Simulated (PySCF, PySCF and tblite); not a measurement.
A run on one conformer of C₂H₅NO, numbered as in [CH3:1][C:2]([NH2:3])=[O:4], from an ensemble study. The sound level was PBE0/pcSseg-1 (IEF-PCM, chloroform) on GFN2-xTB geometries.

Input:

```
{"job": {"xc": "PBE0", "basis": "pcSseg-1", "scf": {"max_cycle": 2}, "kind": "nmr", "pop": false}, "charge": 0, "multiplicity": 1}
C     -1.035995    -0.221984    -0.297525
C      0.279445     0.523895    -0.226533
N      1.192282    -0.059941     0.589047
O      0.516098     1.543665    -0.829490
H     -0.870780    -1.232283    -0.664960
H     -1.709891     0.299933    -0.969813
H     -1.485428    -0.277847     0.691396
H      0.998914    -0.906741     1.091731
H      2.095883     0.369652     0.694050
```

Command: OMP_NUM_THREADS=1 python ens_run.py task.json out

Output:

```
final grid: 71480 points
cycle   1  E = -208.8205431123  dE =  5.894e-01  |g| = 8.295e-01  |ddm| = 2.514e+00
cycle   2  E = -208.3730490482  dE =  4.475e-01  |g| = 1.709e+00  |ddm| = 2.404e+00
SCF not converged, last energy = -208.3730490482
```

Question: What is wrong with this calculation?

Answer: The setting at fault: too few SCF cycles. (The solvent model also differs from the sound level's.) The calculation stopped without meeting its thresholds.
